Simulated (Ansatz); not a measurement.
The first iterations of a band of AlH₆NO (9 atoms, charge 0, multiplicity 1).

The calculation used RKS PBE0-D4/def2-SVP in Ansatz 0.2.0.

```json
{
 "movable images": "7",
 "climbing image": "yes",
 "spring": "5.0 eV/Å²",
 "optimiser": "quadratic models (default)",
 "start path": "through a guess of the saddle point",
 "force threshold": "0.05 eV/Å",
 "iteration limit": "60",
 "end points": "relaxed"
}
```

Image 0:

```xyz
9
Properties=species:S:1:pos:R:3
Al -0.069 0.179 0.267
O -0.479 -0.240 1.916
H -0.717 -1.118 2.215
H 1.401 -0.202 -0.252
H -1.267 0.246 -0.800
N 0.142 2.128 0.860
H 1.075 2.521 0.745
H -0.535 2.777 0.457
H -0.054 2.035 1.861
```

Image 8:

```xyz
9
Properties=species:S:1:pos:R:3
Al 0.104 0.418 0.038
O -0.186 -0.058 1.966
H -1.051 -0.389 2.240
H 1.495 -0.220 -0.391
H -1.282 0.022 -0.654
N 0.150 2.142 0.742
H 1.028 2.657 0.772
H -0.582 2.805 0.496
H -0.179 0.949 2.061
```

| iteration | highest image above the first end (eV) | largest band force component (eV/Å) |
| --- | --- | --- |
| 1 | 3.896 | 12.652 |
| 2 | 2.166 | 2.064 |
| 3 | 1.398 | 1.158 |
| 4 | 0.986 | 1.503 |

Q: Does the band converge within its limit, and where does its top end?

A: The forces met the threshold. It ended after 13 iterations with the highest image 0.812 eV above the first end. A vibrational analysis at the climbing image gives one clearly imaginary mode, 598i cm⁻¹: a first-order saddle point. The orbitals stay closed-shell, which can raise the energy where a bond breaks towards radicals; this wasn't checked here.

Time of the run: 120 s on 1 thread of Intel(R) Xeon(R) 6975P-C (Granite Rapids) (shared host), peak memory 0.16 GiB.
